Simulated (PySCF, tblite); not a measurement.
**CH5FO, a solvent cluster: NMR shifts, interaction energy, infrared bands, spin-spin couplings and core binding energies**

An exercise on one series of results from a longer session: the logs are not shown, and one member is left open.

Programs: tblite 0.8.0 and PySCF 2.14.0. All values are calculated, for the isolated system unless a continuum is named. Atoms count from 0, parts from 1.

### The system as given

8 atoms, charge 0, multiplicity 1; geometry: rigid parts in contact. Parts: 1 = atoms 0–5, `CO`, charge 0; 2 = atoms 6–7, `F`, charge 0.

Set-up of the first run:

The job: settings as JSON, then the geometry in Å.

```
{"job": {"kind": "dock", "xc": "GFN2-xTB", "basis": "xTB"}, "charge": 0, "multiplicity": 1, "parts": [{"atoms": "0-5", "charge": 0, "multiplicity": 1}, {"atoms": "6-7", "charge": 0, "multiplicity": 1}]}
C     -0.360465     0.042020     0.005804
O      0.896360    -0.290572    -0.530196
H     -1.092688    -0.158863    -0.773948
H     -0.416481     1.100766     0.281303
H     -0.600957    -0.567498     0.883681
H      1.574231    -0.125854     0.133355
F      2.195819     1.981374    -0.872477
H      1.644606     1.850166    -1.613048
```

Method: GFN2-xTB search for minima from random contacts, gas phase.

On the command line:

```bash
$ OMP_NUM_THREADS=1 python cluster_run.py task.json out
```

The driver reads the jobs from task.json and runs them one after another.

Steps of the session up to this table: Docking the parts with GFN2-xTB; Relaxing the molecule at PBE0-D3(BJ)/def2-TZVPD; Shielding tensors: PBE0/pcSseg-2; Coupled-cluster interaction energy: CCSD(T) and MP2.

One of the session's tables, all rows but one given; the rest of the session is left out.

It belongs to the step «Coupled-cluster interaction energy: CCSD(T) and MP2». 

```
                 method  interaction energy (kcal/mol)
         HF/aug-cc-pVDZ                          -8.33
        MP2/aug-cc-pVDZ                          -9.12
       CCSD/aug-cc-pVDZ                          -8.68
    CCSD(T)/aug-cc-pVDZ                          -8.91
         HF/aug-cc-pVQZ                              ?
        MP2/aug-cc-pVQZ                         -10.15
    SCS-MP2/aug-cc-pVQZ                          -9.36
      MP2, extrapolated                         -10.35
CCSD(T), limit estimate                         -10.14
```

**Question.** Estimate the row for HF/aug-cc-pVQZ.

The run gave: interaction energy (kcal/mol): -8.47. In the column «interaction energy (kcal/mol)» it lies between CCSD/aug-cc-pVDZ (-8.68) and HF/aug-cc-pVDZ (-8.33).

Limits of these values: The interaction energy leaves out the deformation of the parts, 0.54 kcal/mol (MP2); added to the CCSD(T) estimate it gives a binding of about -9.60 kcal/mol.
